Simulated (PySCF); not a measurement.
Method: PySCF with TPSSh-D3(BJ)/def2-TZVP // B3LYP-D3(BJ)/def2-TZVP. All species are isolated molecules in the gas phase. Delta-SCF ions had no search for a lower state. Excitations are Tamm–Dancoff values on a coarser integration grid. The basis has no diffuse functions, so Rydberg states are missing or too high.

Reference species (SMILES): `C=C` (neutral, multiplicity 1).

```yaml
vertical ionisation energy (Delta-SCF): 10.45 eV
S1 oscillator strength: 0.000
S1–T1 gap (TDA): 3.74 eV
HOMO: -7.20 eV
```

Changed species: `C=[CH][GeH3]` (X = germyl; the reference has X = H).

### Question
Predict the effect on the vertical ionisation energy (Delta-SCF), S1 oscillator strength, S1–T1 gap (TDA) and HOMO.

### Answer
the vertical ionisation energy (Delta-SCF) falls by 0.51 eV, to 9.94 eV; the S1 oscillator strength stays essentially unchanged; the S1–T1 gap (TDA) falls by 1.32 eV, to 2.42 eV; the HOMO drops by 0.08 eV, to -7.28 eV.
